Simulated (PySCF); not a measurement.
Gas-phase reaction: 2 SiF₃ + O₂ ⇌ 2 SiOF₂ + F₂

Computed with PySCF and rigid-rotor harmonic-oscillator thermochemistry at 1 bar. † marks an energy on the PBE0/def2-TZVP geometry and frequencies; other levels use their own. MP2 and CCSD(T) freeze the core. 6-31G* has spherical d functions here. Open shells (unrestricted): SiF₃ (multiplicity 2), O₂ (multiplicity 3); the rest are closed-shell singlets. B3LYP is the form with VWN-RPA correlation. SiOF₂: computed as isolated molecules; such fragments, hydroxides, amides, oligomers or adducts are transient or little studied in the gas. MP2 isn't extrapolated to the basis-set limit; its ΔH°(298 K) is 235.9 kJ in def2-SVP and 194.4 kJ in def2-TZVPP. CCSD(T) isn't extrapolated to the basis-set limit; its ΔH°(298 K) is 231.4 kJ in def2-SVP and 198.5 kJ in def2-TZVPP. The harmonic model lacks anharmonicity and excited electronic states, which grow with temperature; levels with a mode under 35 cm⁻¹ are left out.

ΔH° and ΔS° at 298 K: B3LYP/6-31G* 238 kJ, -14 J/K; CCSD(T)/def2-SVP† 231 kJ, -15 J/K; CCSD(T)/def2-TZVPP† 198 kJ, -15 J/K; M06-2X/def2-TZVP† 248 kJ, -15 J/K; MP2/def2-SVP† 236 kJ, -15 J/K; PBE/def2-TZVP† 209 kJ, -15 J/K.

**Question.** With the heat capacities included, give log10 K (1 bar) at 1000, 1400, 1800, 2000, 2500 K from B3LYP/6-31G*, CCSD(T)/def2-SVP†, CCSD(T)/def2-TZVPP†, M06-2X/def2-TZVP†, MP2/def2-SVP†, PBE/def2-TZVP†.

**Answer.** 
```json
[
 {"T (K)": "1000", "B3LYP/6-31G*": "-13.2", "CCSD(T)/def2-SVP†": "-12.9", "CCSD(T)/def2-TZVPP†": "-11.2", "M06-2X/def2-TZVP†": "-13.8", "MP2/def2-SVP†": "-13.1", "PBE/def2-TZVP†": "-11.7"},
 {"T (K)": "1400", "B3LYP/6-31G*": "-9.7", "CCSD(T)/def2-SVP†": "-9.5", "CCSD(T)/def2-TZVPP†": "-8.2", "M06-2X/def2-TZVP†": "-10.1", "MP2/def2-SVP†": "-9.6", "PBE/def2-TZVP†": "-8.6"},
 {"T (K)": "1800", "B3LYP/6-31G*": "-7.7", "CCSD(T)/def2-SVP†": "-7.6", "CCSD(T)/def2-TZVPP†": "-6.6", "M06-2X/def2-TZVP†": "-8.1", "MP2/def2-SVP†": "-7.7", "PBE/def2-TZVP†": "-6.9"},
 {"T (K)": "2000", "B3LYP/6-31G*": "-7.0", "CCSD(T)/def2-SVP†": "-6.9", "CCSD(T)/def2-TZVPP†": "-6.0", "M06-2X/def2-TZVP†": "-7.3", "MP2/def2-SVP†": "-7.0", "PBE/def2-TZVP†": "-6.3"},
 {"T (K)": "2500", "B3LYP/6-31G*": "-5.8", "CCSD(T)/def2-SVP†": "-5.7", "CCSD(T)/def2-TZVPP†": "-5.0", "M06-2X/def2-TZVP†": "-6.0", "MP2/def2-SVP†": "-5.8", "PBE/def2-TZVP†": "-5.2"}
]
```
